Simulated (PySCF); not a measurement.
**Electric properties by functional and basis**

Species: C3H7FO2.
SMILES: `CO[C@@H](F)CO`

PySCF, dipoles from the SCF density, polarisabilities from static response with core orbitals frozen. Isolated species at its PBE0-D3(BJ)/def2-SVP geometry (one conformer only).

The anisotropy is √(½[(α1 − α2)² + (α2 − α3)² + (α3 − α1)²]).

```
              level  μ (D)  α (Å³)  anisotropy (Å³)
      LDA/def2-SVPD  1.930    7.82             2.06
      PBE/def2-SVPD  1.858    7.75             2.05
    B3LYP/def2-SVPD  1.949    7.41             1.84
     PBE0/def2-SVPD  1.922    7.32             1.83
BHandHLYP/def2-SVPD  2.019    7.04             1.66
CAM-B3LYP/def2-SVPD  2.014    7.29             1.74
  wB97X-D/def2-SVPD  1.969    7.26             1.73
  LC-wPBE/def2-SVPD  2.022    7.13             1.69
       HF/def2-SVPD  2.076    6.67             1.45
        PBE0/6-31G*  1.871    5.89             1.54
      PBE0/def2-SVP  1.863    5.96             1.48
     PBE0/def2-TZVP  1.809    6.92             1.71
```

The dipole runs from 1.81 D (PBE0/def2-TZVP) to 2.08 D (HF/def2-SVPD). No reference polarisability is at hand; against PBE0 in the largest diffuse basis at hand (def2-SVPD) the other PBE0 rows deviate by 6-31G* -20%, def2-SVP -19%, def2-TZVP -5%. In one basis (def2-SVPD) the functionals order the polarisability from HF (lowest) to LDA (highest), a spread of 17%. With PBE0 the polarisability is 6.26 Å³ without diffuse functions (mean of 6-31G*, def2-SVP and def2-TZVP) and 7.32 Å³ with them (def2-SVPD).
